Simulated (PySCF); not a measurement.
Simulated outer-valence photoelectron spectrum of `[SiH2](O)[PH3+]`. The calculation used EOM-IP-CCSD/aug-cc-pVDZ in PySCF, restricted Hartree–Fock reference, frozen core, non-relativistic, gas phase, PBE0-D3(BJ)/def2-SVP geometry.

Each root has a Gaussian of 0.3 eV full width with its one-hole share as area; cross sections and vibrations are left out, and the highest printed point is 100.

```csv
ionisation energy (eV),intensity
16.2,0
16.3,3
16.4,15
16.5,38
16.6,50
16.7,37
16.8,17
16.9,18
17.0,37
17.1,51
17.2,38
17.3,15
17.4,3
17.5,0
17.6,0
17.7,0
17.8,0
17.9,0
18.0,0
18.1,0
18.2,0
18.3,0
18.4,1
18.5,6
18.6,28
18.7,72
18.8,100
18.9,75
19.0,30
19.1,7
19.2,1
```

Problem. Where are the maxima, and how many lines lie under the curve?

Solution. 3 maxima, at 16.6, 17.1 and 18.8 eV, from 4 lines. At this width some lines have no maximum of their own.

Problem. List the lines with their holes.

Solution. 
| E (eV) | leading hole (HF orbital) | area | Koopmans (eV) |
| --- | --- | --- | --- |
| 16.60 | HOMO | 0.95 | 17.77 |
| 17.10 | HOMO-1 | 0.95 | 17.87 |
| 18.79 | HOMO-2 | 0.94 | 20.15 |
| 18.81 | HOMO-3 | 0.95 | 20.25 |

The widest gap, 1.69 eV, lies between 17.10 and 18.79 eV. Only orbitals with −ε under 21 eV, eight at most, were ionised, so the high end of the curve may lack lines.

Conformer computed: `[OH:1][SiH2:2][PH3+:3]`: H–O1–Si2–P3 177°.

One conformer stands for the species.
